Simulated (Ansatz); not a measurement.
Two shapes of singlet CH₃Cl.

Shape 1:

```xyz
5

C     0.0492   -0.0039   -1.1115
Cl   -0.0238    0.0320    0.6259
H     0.0162   -1.0678   -1.5142
H    -0.8477    0.5190   -1.4786
H     0.9417    0.5312   -1.4586
```

Shape 2:

```xyz
5

C     0.0000    0.0000   -1.0298
Cl    0.0000    0.0000    0.6035
H     0.0000   -0.9537   -1.3603
H    -0.8259    0.4768   -1.3603
H     0.8259    0.4768   -1.3603
```

Basis set: def2-TZVP (spherical functions). Correlated methods keep 6 orbitals frozen. Charge 0, multiplicity 1.

Computed with Ansatz (development build ahead of 0.2.0); each method stands on the lowest determinant of its kind that the runs found.

Question: Which shape is lower in energy, and by how much in each method?

Answer:

```
 method  E(2) − E(1) (eV)
    RHF             0.524
RHF-MP2             0.595
```

Shape 1 is lower.
